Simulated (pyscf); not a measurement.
PySCF, gas phase, ωB97X-D3(BJ)/def2-SVP geometries.

How much does it cost (ΔH, 298 K, ωB97M-D3(BJ)/def2-TZVP) to split H₃C–S–ZnH at its H–Zn bond into [H₃C–S–Zn]• + H•?

H–Zn to [H₃C–S–Zn]• + H•: 3.34 eV. The 7 functionals that were run give +3.09 (M06-2X) to +3.38 eV (ωB97X-D3(BJ)). The radicals are drawn with the spin at the cut bond; how far it spreads was not checked. H₃C–S–ZnH lies 0.58 eV over its isomer H₃C–Zn–SH, and others may lie lower still (electronic energy, ωB97M-D3(BJ)). Other isomers of [H₃C–S–Zn]• were not searched in full and may lie lower. Elements up to Kr have no core potential and no relativistic terms here.
